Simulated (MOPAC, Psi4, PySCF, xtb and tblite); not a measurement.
Relaxed torsion scan: SMILES C=CC1CC1. Scanned: dihedral C1–C2–C3–C4; all other coordinates were relaxed at GFN2-xTB. Heavy atoms are numbered in the order of the SMILES C=CC1CC1, hydrogens after them in the order of the atoms that carry them; the mirror image has the same energies with the sign of each dihedral reversed.

Levels: RKS-B3LYP/6-31G* = PySCF with restricted B3LYP/6-31G*, spherical d // GFN2-xTB; PM3, restricted, heats of formation // GFN2-xTB (MOPAC); GFN2-xTB (xtb and tblite); MP2/cc-pVTZ = DF-MP2 (frozen core)/cc-pVTZ // GFN2-xTB (Psi4).

Energies relative to the lowest point of each profile, in mEh; the last columns give the difference from MP2:

```
φ / °  RKS-B3LYP/6-31G*  PM3  GFN2-xTB  MP2/cc-pVTZ  RKS-B3LYP/6-31G* − MP2/cc-pVTZ  PM3 − MP2/cc-pVTZ  GFN2-xTB − MP2/cc-pVTZ
-----  ----------------  ---  --------  -----------  ------------------------------  -----------------  ----------------------
-165                0.9  0.2       0.6          0.9                             0.0               -0.7                    -0.3
-150                0.0  0.0       0.0          0.0                             0.0                0.0                     0.0
-135                0.2  0.1       0.1          0.2                             0.0               -0.2                    -0.1
-120                1.5  0.4       1.0          1.5                             0.0               -1.2                    -0.6
-105                3.5  0.8       2.3          3.5                             0.0               -2.7                    -1.2
-90                 5.2  1.0       3.8          5.3                             0.0               -4.3                    -1.5
-75                 5.8  1.0       4.7          5.8                             0.1               -4.8                    -1.0
-60                 5.1  0.9       4.8          4.8                             0.3               -3.9                     0.0
-45                 3.8  0.8       4.4          3.3                             0.4               -2.5                     1.0
-30                 2.8  1.0       3.9          2.3                             0.5               -1.3                     1.6
-15                 2.6  1.4       3.6          2.1                             0.5               -0.7                     1.5
0                   3.0  1.7       3.2          2.4                             0.6               -0.7                     0.8
15                  3.5  1.7       2.6          2.7                             0.8               -1.0                    -0.1
30                  3.7  1.6       2.1          2.7                             1.0               -1.1                    -0.6
45                  3.7  1.6       2.2          2.7                             1.0               -1.1                    -0.5
60                  3.4  1.7       2.8          2.7                             0.7               -0.9                     0.1
75                  2.9  1.6       3.3          2.3                             0.6               -0.7                     1.0
90                  2.5  1.3       3.6          2.1                             0.5               -0.8                     1.6
105                 3.0  0.9       4.0          2.5                             0.5               -1.6                     1.5
120                 4.1  0.9       4.5          3.8                             0.4               -2.9                     0.7
135                 5.4  1.0       4.9          5.2                             0.2               -4.3                    -0.3
150                 5.9  1.0       4.5          5.8                             0.1               -4.8                    -1.3
165                 4.8  0.9       3.3          4.7                             0.1               -3.8                    -1.4
180                 2.7  0.6       1.8          2.7                             0.0               -2.1                    -0.9
```

RKS-B3LYP/6-31G* is furthest from MP2/cc-pVTZ at 30 (1.0 mEh, above); its mean absolute difference over the points is 0.4 mEh.

PM3 is furthest from MP2/cc-pVTZ at 150 (-4.8 mEh, below); its mean absolute difference over the points is 2.0 mEh.

GFN2-xTB is furthest from MP2/cc-pVTZ at -30 (1.6 mEh, above); its mean absolute difference over the points is 0.8 mEh.
